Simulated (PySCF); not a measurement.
Bonds broken one at a time in the series In OH-H. Gas-phase values, no solvent. One relaxed conformer stands for each flexible species; it need not be the lowest. Strings in code marks are SMILES.

The highest occupied spin orbital from two functionals at the same geometries (B3LYP-D3(BJ)/def2-TZVP), both in PySCF: PBE-D3(BJ)/def2-TZVP and ωB97X-D3(BJ)/def2-TZVP. 

```tsv
species	PBE-D3(BJ)/def2-TZVP (eV)	ωB97X-D3(BJ)/def2-TZVP (eV)
radical fragment (`[OH]`)	-7.16	-11.83
radical fragment (`[OH][In][OH]` (H–O–In–O torsion 180°, O–In–O–H torsion -180°))	-5.33	-8.62
radical fragment (`[InH][OH]` (H–O–In–H torsion 180°))	-4.88	-8.04
radical fragment (`[InH2]`)	-4.53	-7.54
```

Over these rows, drawn at random from the members with no instability flagged (it was tested for open shells, ions and some series alone), PBE minus ωB97X-D3(BJ): mean +3.53 eV, from +3.01 eV to +4.67 eV.
